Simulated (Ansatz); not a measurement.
`CC(F)F`, relaxed with RKS PBE-D4/def2-SVP in the Gaussian-basis code of Ansatz from a rough embedded geometry. The force threshold is 0.03 eV/Å; the program also tests the step.

Charge 0, multiplicity 1.

Start:

```xyz
8

C    -0.701    0.202    0.073
C     0.720   -0.163    0.007
F     1.293    0.596   -0.915
F     0.822   -1.437   -0.481
H    -1.244    0.035   -0.843
H    -0.882    1.241    0.419
H    -1.243   -0.441    0.831
H     1.236   -0.032    0.909
```

| step | energy (eV) | largest force (eV/Å) | largest move (Å) |
| --- | --- | --- | --- |
| 1 | -7559.0858 | 2.372 | 0.000 |
| 2 | -7559.3419 | 0.905 | 0.047 |
| 3 | -7559.3724 | 0.170 | 0.023 |
| 4 | -7559.3731 | 0.071 | 0.006 |
| 5 | -7559.3732 | 0.002 | 0.006 |

End:

```xyz
8

C    -0.756    0.195    0.101
C     0.705   -0.163   -0.022
F     1.310    0.637   -0.957
F     0.839   -1.463   -0.437
H    -1.247    0.063   -0.883
H    -0.869    1.248    0.422
H    -1.251   -0.462    0.842
H     1.270   -0.053    0.934
```

Hardware: 2 threads of a server CPU on a shared host. Wall time 6.5 s, peak host memory 0.13 GiB.
